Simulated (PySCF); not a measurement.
One ligand Y is varied and pulled off as a radical: Zn(CH3)1–Y. Gas-phase values, no solvent. One relaxed conformer stands for each flexible species; it need not be the lowest. Multiplicities are imposed; where one is given, others were not computed. Strings in code marks are SMILES.

Computed with PBE-D3(BJ)/def2-TZVP // PBE-D3(BJ)/def2-SVP run with PySCF 2.14.0. 

| species | highest occupied spin orbital (eV) |
|---|---|
| ligand removed as a radical ([Zn(CH3)]) | -4.17 |
| free radical NH2 (`[NH2]`) | [?] |
| free radical CH3 | -5.38 |
| free radical OCH3 | -5.97 |
| free radical N(CH3)2 (`C[N]C`) | -5.56 |
| free radical SH (`[SH]`) | -6.12 |

Q: Complete the blanks.

A: 
- free radical NH2 (`[NH2]`), highest occupied spin orbital (eV): -7.20
